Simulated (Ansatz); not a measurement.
**Question.** Name a neutral molecule of C, S and H with size of the dipole moment (B3LYP/def2-TZVPP) between 1.50 and 1.80 D and LUMO energy (B3LYP/def2-TZVPP) between -0.20 and 0.10 eV (Ansatz, PBE0-D4/def2-TZVP geometry).

**Answer.** `SCCCS` (1.51 D, -0.02 eV). Other molecules can fit too; these were computed, each in one conformer that needn't be the lowest.

B3LYP here is the variant with VWN-RPA as its local correlation; programs differ in this.
